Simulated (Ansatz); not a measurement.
# CHB₂+ (SMILES b1b[cH+]1): functionals against CCSD(T) at one geometry

An exercise on one series of results from a longer session: the logs are not shown, and one member is left open.

Program: Ansatz 0.2.0, Gaussian basis. Level of theory: single points in def2-TZVPP. These are calculated values, not measurements.

Correlated methods freeze the cores.

## Starting geometry

4 atoms, charge 1, spin multiplicity 1.

Atoms are counted from 1 here; the program's logs count them from 0.

Bond lengths: B1–B2 1.515 Å, B1–C3 1.477 Å, B2–C3 1.444 Å, C3–H4 1.189 Å. Angles: B2–B1–C3 57.7°, B1–B2–C3 59.8°, B1–C3–B2 62.5°, B1–C3–H4 152.8°, B2–C3–H4 144.4°.

As a file:

```csv
atom,x (Å),y (Å),z (Å)
B1,-0.3103,-0.6406,0.9816
B2,1.0410,-0.1891,0.4651
C3,-0.1561,0.0879,-0.2940
H4,-0.5854,0.6442,-1.2536
```

The first run:

The input, run/in.yaml:

```yaml
crystal:
  periodic: [false, false, false]
  atoms:
    - {symbol: B, position_ang: [-0.310300, -0.640600, 0.981600]}
    - {symbol: B, position_ang: [1.041000, -0.189100, 0.465100]}
    - {symbol: C, position_ang: [-0.156100, 0.087900, -0.294000]}
    - {symbol: H, position_ang: [-0.585400, 0.644200, -1.253600]}
basis:
  gaussian: {orbitals: def2-TZVPP}
total_charge: 1
correlation: {method: ccsd_t}
output: {forces: true}
```

No record of the launch command was kept for these runs.

Steps of the session up to this table: CCSD(T)/def2-TZVPP; PBE0-D4/def2-TZVPP; wB97M-V/def2-TZVPP; r2SCAN-D4/def2-TZVPP; PBE-D4/def2-TZVPP; B97M-V/def2-TZVPP; BHLYP-D4/def2-TZVPP.

One of the session's tables, all rows but one given; the rest of the session is left out.

| method | RMS force component (eV/Å) | angle to CCSD(T) forces (°) |
| --- | --- | --- |
| CCSD(T) | 1.157 | reference |
| PBE0-D4 | 1.026 | 29.8 |
| wB97M-V | 1.010 | 31.4 |
| r2SCAN-D4 | 1.004 | 23.5 |
| PBE-D4 | 0.946 | 14.0 |
| B97M-V | 1.089 | 33.2 |
| BHLYP-D4 | ? | ? |

Estimate the missing values for BHLYP-D4.

The run gave: RMS force component (eV/Å): 1.177; angle to CCSD(T) forces (°): 43.6. In the column «RMS force component (eV/Å)» it is the highest.
